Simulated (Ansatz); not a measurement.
# C3H5FS: up Jacob's ladder to CCSD(T)

One table from this session's results is given with a row withheld; the runs are named, their logs left out.

The runs use Ansatz 0.2.0, Gaussian basis; functionals in def2-TZVPP, the program's frozen cores in correlated methods.

Plan: LDA (SPW92), PBE-D4, revPBE-D4, BLYP-D4, r2SCAN-D4, B97M-V, PBE0-D4, B3LYP-D4, r2SCANh-D4, r2SCAN0-D4, HSE06-D4, BHLYP-D4, CAM-B3LYP-D4, LC-ωPBE, ωB97X-V, ωB97M-V, B2PLYP, PBE-QIDH; CCSD(T)/def2-SVP; CCSD(T)/def2-TZVPP; MP2/def2-QZVPP; extrapolation to the limit; RPA on PBE.

**The geometry**

The geometry comes from an earlier relaxation with PBE0-D4 in a triple-zeta def2 set; it is a stationary point, not always the lowest conformer.

10 atoms, charge 0, spin multiplicity 1.

Atoms are counted from 1 here; the program's logs count them from 0.

Bond lengths: C1–C2 1.324 Å, C1–H6 1.080 Å, C1–H7 1.082 Å, C2–F3 1.343 Å, C2–S4 1.742 Å, S4–C5 1.803 Å, C5–H8 1.088 Å, C5–H9 1.090 Å, C5–H10 1.090 Å. Angles: C2–C1–H6 119.9°, C2–C1–H7 120.4°, H6–C1–H7 119.6°, C1–C2–F3 120.2°, C1–C2–S4 125.2°, F3–C2–S4 114.5°, C2–S4–C5 100.6°, S4–C5–H8 110.8°, S4–C5–H9 106.0°, S4–C5–H10 111.0°, H8–C5–H9 109.1°, H8–C5–H10 110.5°, H9–C5–H10 109.3°.

As a file:

```mol
C3H5FS
  3D, bonds by distance, orders not assigned

 10  9  0  0  0  0  0  0  0  0999 V2000
    1.6718   -0.4243    1.1616 C   0  0
    0.8486    0.2026    0.3362 C   0  0
    1.2971    0.6655   -0.8424 F   0  0
   -0.8101    0.6038    0.6863 S   0  0
   -1.6009    0.1265   -0.8625 C   0  0
    1.2955   -0.8420    2.0833 H   0  0
    2.7251   -0.5080    0.9267 H   0  0
   -1.1700    0.6721   -1.7000 H   0  0
   -2.6510    0.4008   -0.7603 H   0  0
   -1.5230   -0.9482   -1.0259 H   0  0
  1  2  8  0
  2  3  8  0
  2  4  8  0
  4  5  8  0
  1  6  8  0
  1  7  8  0
  5  8  8  0
  5  9  8  0
  5 10  8  0
M  END
```

Set-up of the first run:

in.yaml reads:

```yaml
crystal:
  periodic: [false, false, false]
  atoms:
    - {symbol: C, position_ang: [1.671830, -0.424316, 1.161613]}
    - {symbol: C, position_ang: [0.848562, 0.202566, 0.336225]}
    - {symbol: F, position_ang: [1.297143, 0.665528, -0.842431]}
    - {symbol: S, position_ang: [-0.810087, 0.603796, 0.686292]}
    - {symbol: C, position_ang: [-1.600917, 0.126470, -0.862545]}
    - {symbol: H, position_ang: [1.295497, -0.841982, 2.083267]}
    - {symbol: H, position_ang: [2.725103, -0.507957, 0.926655]}
    - {symbol: H, position_ang: [-1.170005, 0.672128, -1.700024]}
    - {symbol: H, position_ang: [-2.651005, 0.400836, -0.760289]}
    - {symbol: H, position_ang: [-1.523022, -0.948167, -1.025861]}
basis:
  gaussian: {orbitals: def2-TZVPP}
hamiltonian: {xc: lda}
output: {orbitals: {seedname: orbitals}}
```

Among the steps run: LDA; PBE-D4 (GGA); revPBE-D4 (GGA); BLYP-D4 (GGA); r2SCAN-D4 (meta-GGA); B97M-V (meta-GGA); PBE0-D4 (hybrid); B3LYP-D4 (hybrid); r2SCANh-D4 (hybrid); r2SCAN0-D4 (hybrid); HSE06-D4 (hybrid); BHLYP-D4 (hybrid); CAM-B3LYP-D4 (range-separated); LC-ωPBE (range-separated); ωB97X-V (range-separated); ωB97M-V (range-separated); B2PLYP (double hybrid); PBE-QIDH (double hybrid).

One of the session's tables, all rows but one given; the rest of the session is left out.

It belongs to the step «Frontier levels by functional». 

```
  functional  HOMO (eV)  gap (eV)
 LDA (SPW92)      -5.69      4.28
      PBE-D4          ?         ?
   revPBE-D4      -5.49      4.40
     BLYP-D4      -5.40      4.34
   r2SCAN-D4      -5.76      4.79
      B97M-V      -5.83      4.90
     PBE0-D4      -6.70      6.49
    B3LYP-D4      -6.49      6.04
  r2SCANh-D4      -6.20      5.58
  r2SCAN0-D4      -6.85      6.76
    HSE06-D4      -6.30      5.71
    BHLYP-D4      -7.73      8.57
CAM-B3LYP-D4      -8.01      8.91
     LC-ωPBE      -9.36     11.44
     ωB97X-V      -9.00     10.99
     ωB97M-V      -8.86     10.72
```

Q: Estimate the row for PBE-D4 from the others.

**Answer.** HOMO (eV): -5.55; gap (eV): 4.37. In the column «HOMO (eV)» it lies between LDA (SPW92) (-5.69) and revPBE-D4 (-5.49).
